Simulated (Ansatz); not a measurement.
The first iterations of a band of BFH2N (5 atoms, charge 0, multiplicity 2).

Computed with UKS PBE0-D4/def2-SVP (Ansatz 0.2.0).

```
movable images  : 3
climbing image  : yes
spring          : 5.0 eV/Å²
optimiser       : quadratic models (default)
start path      : through a guess of the saddle point
force threshold : 0.05 eV/Å
iteration limit : 60
end points      : relaxed
```

First end point:

```xyz
5
Properties=species:S:1:pos:R:3
N -0.856 0.393 -0.244
B 0.446 -0.001 0.074
F 1.417 -0.042 -0.831
H -1.720 -0.141 -0.241
H 0.713 -0.209 1.243
```

Last end point:

```xyz
5
Properties=species:S:1:pos:R:3
N -0.469 -0.011 0.243
B 0.375 0.065 -0.855
F 1.694 0.028 -0.743
H -1.476 0.017 0.160
H -0.124 -0.100 1.195
```

| iteration | highest image above the first end (eV) | largest band force component (eV/Å) |
| --- | --- | --- |
| 1 | 3.654 | 7.493 |
| 2 | 3.123 | 3.793 |
| 3 | 2.681 | 2.480 |
| 4 | 1.821 | 2.029 |
| 5 | 1.782 | 2.293 |
| 6 | 1.386 | 2.124 |
| 7 | 0.978 | 1.770 |
| 8 | 1.252 | 2.424 |
| 9 | 1.459 | 1.447 |
| 10 | 1.693 | 1.647 |
| 11 | 1.637 | 1.705 |
| 12 | 1.481 | 5.917 |
| 13 | 0.995 | 3.124 |

Problem. Does the band converge within its limit, and where does its top end?

Solution. It converged. It ended after 41 iterations with the highest image 2.912 eV above the first end. Neighbouring images differ by up to 2.9 eV, so the band resolves the path poorly. The order of the point at the top wasn't checked. Another band between the same ends, with other settings, climbed to 1.453 eV only, so this may not be the lowest route. So few images can step over the top or miss a turn of the path.

Run time: 3.4 min on 1 thread of Arm Neoverse V1 (shared host), peak memory 0.12 GiB.
